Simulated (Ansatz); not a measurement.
# AlFH7N: the cost of one run

Method: RKS CAM-B3LYP/6-31G*, in Ansatz 0.2.0.

## Step 1: The structure to begin with

Bond lengths: Al1–H3 1.539 Å, Al1–H4 1.541 Å, Al1–F6 2.110 Å, N8–H9 1.008 Å, N8–H10 1.007 Å. Angles: H3–Al1–H4 121.1°, H3–Al1–F6 111.7°, H4–Al1–F6 103.6°, H9–N8–H10 110.8°.

Structure file:

```xyz
10

Al    0.0928   -1.6272    0.6068
H     1.2885   -0.4043   -0.4346
H    -0.0744   -3.0601    0.0706
H     0.2423   -1.3535    2.1157
H    -0.9874    0.6684   -0.2409
F    -1.5130   -0.3852    0.0324
H     0.8720    0.4858   -0.5250
N     0.0089    1.5128   -0.5076
H     0.1680    2.1498    0.2573
H    -0.0977    2.0136   -1.3748
```

## Step 2: Pulling towards end A

Springs on the bonds that form and break draw the guess towards this end; the thresholds are loose.

input.yaml

```yaml
crystal:
  periodic: [false, false, false]
  atoms:
    - { symbol: Al, position_ang: [0.0928, -1.6272, 0.6068] }
    - { symbol: H, position_ang: [1.2885, -0.4043, -0.4346] }
    - { symbol: H, position_ang: [-0.0744, -3.0601, 0.0706] }
    - { symbol: H, position_ang: [0.2423, -1.3535, 2.1157] }
    - { symbol: H, position_ang: [-0.9874, 0.6684, -0.2409] }
    - { symbol: F, position_ang: [-1.513, -0.3852, 0.0324] }
    - { symbol: H, position_ang: [0.872, 0.4858, -0.525] }
    - { symbol: "N", position_ang: [0.0089, 1.5128, -0.5076] }
    - { symbol: H, position_ang: [0.168, 2.1498, 0.2573] }
    - { symbol: H, position_ang: [-0.0977, 2.0136, -1.3748] }
basis:
  gaussian: { orbitals: "6-31G*" }
hamiltonian:
  xc: cam_b3lyp
relax:
  f_tol: 0.15
  max_steps: 25
  restrain:
    - { distance: [0, 5], at: 3.08, k: 30.0 }
    - { distance: [4, 7], at: 2.32, k: 30.0 }
    - { distance: [6, 1], at: 1.92, k: 30.0 }
    - { distance: [0, 1], at: 1.52, k: 30.0 }
    - { distance: [4, 5], at: 0.88, k: 30.0 }
    - { distance: [6, 7], at: 1.02, k: 30.0 }
```

Run with:

```bash
> ansatz run input.yaml --threads 2 --pin off --max-ram 3072MiB --backend cpu --events-out ev --progress --plain --runs-dir out
```

**Question.** How long does this run take on 2 threads of AMD EPYC 7R13 (Zen 3), shared host, and how much memory does it need?

About 12 s, with a peak of 0.16 GiB.
